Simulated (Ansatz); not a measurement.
A run of Ansatz (development build ahead of 0.2.0) on doublet C3H3 at this shape:

```tsv
atom	x (Å)	y (Å)	z (Å)
C	-0.4783	0.0507	-0.5738
C	0.7349	-0.4009	-0.1207
C	-0.2449	0.2367	0.7458
H	-0.8301	0.5328	-1.4127
H	1.6849	-0.1535	-0.5301
H	-0.2435	1.1821	1.2143
```

Its results:

```
Converged                       : yes
Total energy                    : -115.09168 hartree
Spin squared of the determinant : 1.019
Stability test                  : minimum
```

Forces (eV/Å):
```tsv
atom	Fx	Fy	Fz
C1	1.293	-0.763	0.536
C2	0.008	-0.933	-0.760
C3	-0.518	0.242	1.003
H4	-1.416	0.650	-1.831
H5	0.896	-0.077	-0.065
H6	-0.263	0.881	1.117
```

Question: Which input gives this output? Name the method, the orbitals and the basis set, and write the input.

Answer: UHF in def2-SVP.

```yaml
crystal:
  periodic: [false, false, false]
  atoms:
    - { symbol: C, position_ang: [-0.47826, 0.05066, -0.57382] }
    - { symbol: C, position_ang: [0.73486, -0.40089, -0.12072] }
    - { symbol: C, position_ang: [-0.24488, 0.23671, 0.74583] }
    - { symbol: H, position_ang: [-0.83009, 0.53278, -1.41269] }
    - { symbol: H, position_ang: [1.68494, -0.15347, -0.53012] }
    - { symbol: H, position_ang: [-0.2435, 1.18213, 1.21431] }
basis:
  gaussian: { orbitals: def2-SVP }
magnetization:
  spin_polarized: true
  initial_magnetization: 1
hamiltonian:
  xc: hf
output:
  forces: true
```

Caution: the unrestricted determinant is spin contaminated.
